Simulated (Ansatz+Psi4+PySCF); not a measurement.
# singlet H₂S: levels of theory in one basis

```xyz
3

S     0.0000    0.0000    0.1025
H     0.0000    0.9663   -0.8202
H     0.0000   -0.9663   -0.8202
```

Basis set: cc-pVTZ on H; cc-pV(T+d)Z on S (spherical functions). Left uncorrelated: 5 orbitals. Charge 0, multiplicity 1.

Computed with Ansatz (development build ahead of 0.2.0) and Psi4 1.11; each method stands on the lowest determinant of its kind that the runs found.

```csv
method,E − E(RHF) (eV),<S²> of the determinant
RHF,0.00,0.00
RHF-CCSD,-5.85,–
RHF-CCSD(T),-6.07,–
```

Task: What does RHF-MP2 give on the same scale?

Result: -5.19 eV.
